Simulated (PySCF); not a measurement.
Which basis set comes closest?

Molecule: `InChI=1S/O2S/c1-3-2`.

Structure with atom numbers: `[O:1]=[S:2]=[O:3]`.

Geometry PBE0-D3(BJ)/def2-SVP throughout; GIAO in PySCF, gas phase, one conformer, non-relativistic; equivalent atoms averaged; functional PBE0.

Reference values (HF/multiwavelet basis limit; gas (isolated, no vibration); Jensen, Fla, Jonsson, Monstad, Ruud, Frediani, PCCP 2016, 18, 21145): σ(S2) = -396.6 ppm, σ(O1/O3) = -340.4 ppm.

Task: How do the basis sets STO-3G, 6-31G, pcSseg-0, 6-31G*, def2-SVP, cc-pVDZ, pcSseg-1, aug-cc-pVDZ, 6-311+G(2d,p), cc-pVTZ, def2-TZVP, IGLO-III, pcSseg-2, pcSseg-3 perform against the reference? Times are CPU seconds on shared hosts with different chips, so compare them loosely.

Result: 
```tsv
basis set	functions	S2	O1/O3	abs. error S	abs. error O	core-s
STO-3G	19	-12.8	-734.3	383.8	393.9	0.69
6-31G	31	-378.3	-598.0	18.3	257.6	1.2
pcSseg-0	31	-500.9	-654.9	104.3	314.5	1.6
6-31G*	46	-211.2	-320.4	185.4	20.0	1.5
def2-SVP	46	-208.8	-344.8	187.8	4.4	1.3
cc-pVDZ	46	-229.0	-357.1	167.6	16.7	2.3
pcSseg-1	58	-333.3	-392.2	63.3	51.8	1
aug-cc-pVDZ	73	-223.3	-332.7	173.3	7.7	3.3
6-311+G(2d,p)	89	-311.8	-334.1	84.8	6.3	2.4
cc-pVTZ	94	-267.0	-348.2	129.6	7.8	4.5
def2-TZVP	99	-351.4	-333.3	45.2	7.1	2.8
IGLO-III	114	-299.8	-347.8	96.8	7.4	4.7
pcSseg-2	115	-329.5	-359.1	67.1	18.7	2.3
pcSseg-3	220	-319.7	-346.6	76.9	6.2	15
```

For $^{33}$S the closest is 6-31G (18.3 ppm) and the furthest STO-3G (383.8 ppm).

For $^{17}$O the closest is def2-SVP (4.4 ppm) and the furthest STO-3G (393.9 ppm). Where a smaller basis beats a larger one, errors probably cancel; the largest sets show where the functional converges. One molecule is a small sample, and the reference may use another geometry.

A small basis that lands close on one nucleus may do so by chance; judge by the trend and by all nuclei.
